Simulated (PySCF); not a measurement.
# One shape, several levels: BNH4 (BH2(NH2))

Wanted: a comparison of 6 runs (PBE/STO-3G, PBE0/STO-3G, UPBE0/STO-3G, r2SCAN/STO-3G, MP2/STO-3G, CCSDT(Q)/STO-3G) of BNH4 (BH2(NH2)). 

Program for the calculation: PySCF 2.14.0.

2 further runs of the same task are left out: 2 set aside as unsound or not needed.

## (1) The molecule

BNH4 has 6 atoms, charge 0, and is taken as a singlet. SMILES: `[H]B([H])N`. The B1–H3 distance was set to 2.108 Å, away from the relaxed value. At this shape a bond of the SMILES string is far longer than usual.

Bond lengths: B1–N4 1.378 Å, B1–H2 1.171 Å, N4–H5 1.007 Å, N4–H6 1.007 Å. Angles: B1–N4–H5 123.8°, B1–N4–H6 123.7°, H2–B1–N4 118.8°, H5–N4–H6 112.5°.

## (2) The energy at PBE/STO-3G (run 1)

start.xyz reads:

```xyz
6
BH4N
B      0.678391    -0.126188     0.497859
H      1.666551    -0.047038     1.121649
H     -0.078600     1.496820    -0.614110
N     -0.008949    -1.320058     0.490339
H     -0.862859    -1.471918    -0.020851
H      0.287661    -2.138298     0.996169
```

calc.py reads:

```python
from pyscf import gto, dft

mol = gto.M(
    atom='start.xyz',
    basis='sto-3g',
    charge=0,
    verbose=4,
    max_memory=1860,
)

mf = dft.RKS(mol, xc='pbe')
mf.grids.level = 5
mf.conv_tol = 1e-10
mf.kernel()
if not mf.converged:
    mf = mf.newton().run(mf.mo_coeff, mf.mo_occ)

energy = mf.e_tot
print('E(%s) = %.9f' % ('PBE', energy))
```

Started as:

```sh
OMP_NUM_THREADS=1 python calc.py
```

Standard output:

```text
PySCF version 2.14.0

[... 75 lines left out ...]
converged SCF energy = -80.7132715804086
E(PBE) = -80.713271580
```

It took 1.9 s on 1 thread of Arm Neoverse V2, shared host; peak memory 0.18 GiB.

## (3) A single-point energy at PBE0/STO-3G (run 2)

calc.py reads:

```python
from pyscf import gto, dft

mol = gto.M(
    atom='''
B      0.678391    -0.126188     0.497859
H      1.666551    -0.047038     1.121649
H     -0.078600     1.496820    -0.614110
N     -0.008949    -1.320058     0.490339
H     -0.862859    -1.471918    -0.020851
H      0.287661    -2.138298     0.996169
''',
    max_memory=1860,
    verbose=3,
    charge=0,
    basis='sto-3g',
)

myscf = dft.RKS(mol, xc='pbe0')
myscf.conv_tol = 1e-10
myscf.grids.level = 5
myscf.kernel()
if not myscf.converged:
    myscf = myscf.newton().run(myscf.mo_coeff, myscf.mo_occ)

etot = myscf.e_tot
print('E(%s) = %.9f' % ('PBE0', etot))
```

Started as:

```sh
OMP_NUM_THREADS=1 python calc.py
```

Standard output:

```text
converged SCF energy = -80.7211548735089
E(PBE0) = -80.721154874
```

It took 1.9 s on 1 thread of Arm Neoverse V2, shared host; peak memory 0.18 GiB.

Runs 3 to 5 aren't shown in full; the table further down has their settings and results.

## (4) The energy at CCSDT(Q)/STO-3G (run 6)

calc.py reads:

```python
from pyscf import gto, scf, cc

molecule = gto.Mole()
molecule.atom = '''
B        0.678391      -0.126188       0.497859
H        1.666551      -0.047038       1.121649
H       -0.078600       1.496820      -0.614110
N       -0.008949      -1.320058       0.490339
H       -0.862859      -1.471918      -0.020851
H        0.287661      -2.138298       0.996169
'''
molecule.spin = 0
molecule.max_memory = 1860
molecule.basis = 'sto-3g'
molecule.verbose = 4
molecule.build()

calc0 = scf.RHF(molecule)
calc0.conv_tol = 1e-10
calc0.kernel()
if not calc0.converged:
    calc0 = calc0.newton().run(calc0.mo_coeff, calc0.mo_occ)

mycc = cc.CCSDT(calc0, frozen=2)
mycc.kernel()
e_bracket, e_q = mycc.ccsdt_q()
e_final = mycc.e_tot + e_q
print('E(%s) = %.9f' % ('CCSDT(Q)', e_final))
```

Started as:

```sh
OMP_NUM_THREADS=1 python calc.py
```

Standard output:

```text
PySCF version 2.14.0

[... 58 lines left out ...]
converged SCF energy = -80.2552686556593
[... 16 lines left out ...]
WARN: A large `blksize` is being used, which may cause large memory consumption
[... 3 lines left out ...]
WARN: A large `blksize_oovv` is being used, which may cause large memory consumption
[... 3 lines left out ...]
WARN: A large `blksize_oooo` is being used, which may cause large memory consumption
[... 12 lines left out ...]
Init t2, MP2 energy = -80.378571893818  E_corr(MP2) -0.123303238159
[... 14 lines left out ...]
RCCSDT converged
[... 5 lines left out ...]
E(CCSDT(Q)) = -80.436871412
```

It took 1 s on 1 thread of Arm Neoverse V2, shared host; peak memory 0.11 GiB.

## (5) Overview of the runs

| run | level | follow instability | integration grid | energy (Eh) | dipole moment (D) of the reference | HOMO energy (eV) | LUMO energy (eV) | wall time |
| --- | --- | --- | --- | --- | --- | --- | --- | --- |
| 1 | PBE/STO-3G | – | 5 | -80.713272 | 2.97 | -3.17 | 1.98 | 1.9 s |
| 2 | PBE0/STO-3G | – | 5 | -80.721155 | 2.85 | -4.28 | 3.05 | 1.9 s |
| 3 | UPBE0/STO-3G | yes | 5 | -80.721405 | 2.79 | -4.11 | 3.16 | 15 s |
| 4 | r2SCAN/STO-3G | – | 5 | -80.777592 | 2.93 | -3.45 | 2.04 | 2.7 s |
| 5 | MP2/STO-3G | – | – | -80.378572 | 2.58 | -6.77 | 7.13 | 0.6 s |
| 6 | CCSDT(Q)/STO-3G | – | – | -80.436871 | 2.58 | -6.77 | 7.13 | 1 s |

## (6) What came out

| quantity | value |
| --- | --- |
| run 6: total energy | -80.43687 Eh |
| run 6: dipole moment (Hartree–Fock density) | 2.58 D |
| run 6: HOMO energy (Hartree–Fock orbitals) | -6.77 eV |
| run 6: LUMO energy (Hartree–Fock orbitals) | 7.13 eV |
| run 6: HOMO–LUMO gap (Hartree–Fock orbitals) | 13.91 eV |
| run 6: correlation energy (2 core orbitals frozen) | -181.6 mEh |
| run 6: T1 diagnostic | 0.022 |

In words: Over runs 1, 2, 3, 4 the dipole moment (its size) runs from 2.79 D (UPBE0/STO-3G) to 2.97 D (PBE/STO-3G). Over runs 1, 2, 3, 4 the HOMO–LUMO gap runs from 5.14 eV (PBE/STO-3G) to 7.34 eV (PBE0/STO-3G). Totals of different functionals can't be ranked against each other. In runs 1, 2, 3, 4, 5, 6 the basis is minimal, so the values are rough. Spin contamination of the reference: run 3 ⟨S²⟩ = 0.10. All runs together took 23 s, the longest 15 s.
